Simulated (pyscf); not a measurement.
**Four-centre exchange: HO–AlH₂ (SMILES [OH][AlH2]) + H₂O (SMILES O) → HO–AlH₂ (SMILES [OH][AlH2]) + H₂O (SMILES O)**

Gas phase, singlet surface, charge 0. Bonds broken: Al2–H7, H4–O6. Bonds formed: Al2–H4, O6–H7. Optimised with ωB97X-D3(BJ)/def2-SVP in PySCF. Correlated levels are frozen-core, on RHF or UHF. ΔMP2 is the change of the MP2 total energy from the triple- to the quadruple-zeta basis.

Transition state (Å):

```xyz
8

O     -0.3511    -1.5828     0.4357
Al    -0.9160    -0.0031     0.2518
H      0.0796    -2.1582    -0.1984
H     -2.0414     0.1773    -1.6618
H     -1.5977     0.7538     1.4410
O     -0.6784     0.7250    -1.3837
H      0.6068     1.2238    -0.8084
H     -1.0091     1.6386    -1.4814
```

One imaginary mode, 1449i cm⁻¹; descent along it reached the two sides named, in the forms told below.

| bond | change | reactant side (Å) | saddle | product side |
|---|---|---|---|---|
| Al2–H7 | breaks | 1.604 | 2.224 | 2.593 |
| H4–O6 | breaks | 0.968 | 1.495 | 2.7 |
| Al2–H4 | forms | 2.591 | 2.227 | 1.605 |
| O6–H7 | forms | 2.7 | 1.494 | 0.968 |

Electronic energies relative to the separated reactants (kcal/mol):

```
level                             barrier  reaction energy  reverse barrier
--------------------------------  -------  ---------------  ---------------
ωB97X-D3(BJ)/def2-TZVP               87.9              0.0             87.9
PBE/def2-TZVP                        67.5              0.0             67.5
r²SCAN/def2-TZVP                     72.2              0.0             72.2
B3LYP-D3(BJ)/def2-TZVP               76.5              0.0             76.5
PBE0-D3(BJ)/def2-TZVP                78.5              0.0             78.5
M06-2X/def2-TZVP                     83.2              0.0             83.2
ωB97M-D3(BJ)/def2-TZVP               83.7              0.0             83.7
HF/def2-TZVP                        116.9              0.0            116.9
MP2/def2-QZVPP                       83.1              0.0             83.1
CCSD/def2-TZVPP                      86.8              0.0             86.8
CCSD(T)/def2-TZVPP                   79.1              0.0             79.1
CCSD(T)/def2-TZVPP + ΔMP2(QZVPP)     79.1              0.0             79.1
```

With CCSD(T)/def2-TZVPP + ΔMP2(QZVPP) energies and thermal terms (ideal gas, 1 atm, RRHO with modes under 100 cm⁻¹ raised to 100, one conformer, R ln 2 for chiral ones without a mode under 150 cm⁻¹), in kcal/mol:

```tsv
T (K)	ΔH‡	ΔG‡	ΔH	ΔG
298	74.9	85.4	0.0	0.0
600	75.5	95.9	0.0	0.0
900	76.6	105.8	0.0	0.0
1200	77.7	115.4	0.0	0.0
```

On the reactant side the descent ends in an adduct with a Al–O contact, 20.5 kcal/mol under the separated species and 108.4 kcal/mol under the saddle at ωB97X-D3(BJ)/def2-TZVP. On the product side the descent ends in an adduct with a Al–O contact, 20.5 kcal/mol under the separated species and 108.4 kcal/mol under the saddle at ωB97X-D3(BJ)/def2-TZVP. The same reactants have a lower exit, to HO–AlH–OH + H₂ (barrier -4.5 kcal/mol at ωB97M-D3(BJ), against +83.7 kcal/mol here). This is the saddle that the search found; another between the same sides may lie lower. A restricted solution here is unstable towards spin polarisation, so biradical character is likely and single-reference numbers are less safe. The CCSD(T) − MP2 part came from Ansatz, without density fitting, on the same reference.
